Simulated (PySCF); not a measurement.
## Na2: core ionisation energies

Species: sodium diatomic, Na2.
SMILES with atom numbers: `[Na:1][Na:2]`

Geometry (PBE0-D3(BJ)/def2-SVP, Å), atoms numbered from 1 in this order:
```xyz
2
Na2 angstrom
Na     1.5874   -0.0871    0.0087
Na    -1.5377   -0.0006   -0.0309
```

Method: delta-SCF UKS SCAN, pcX-2 on the ionised atom, pcseg-1 elsewhere, spin-free X2C in PySCF. Each binding energy is the total energy of the core-ionised species, with the hole localised on one atom, minus that of the ground state; both are solved self-consistently, so orbital relaxation is included.

Q: What binding energy does each computed site have?

A: 
| atom(s) | bonded to | level | binding energy (eV) | count |
| --- | --- | --- | --- | --- |
| Na1/Na2 | Na | Na 1s | 1076.86 | 2 |

Q: What is the longest wavelength that can ionise Na 1s of Na1/Na2 vertically?

A: λ = hc/E = 12398.42 eV Å / 1076.86 eV = 11.513 Å.

The first atom of each set that the bonding makes equivalent was ionised and stands for the set. Isolated species at its PBE0-D3(BJ)/def2-SVP geometry, gas phase.
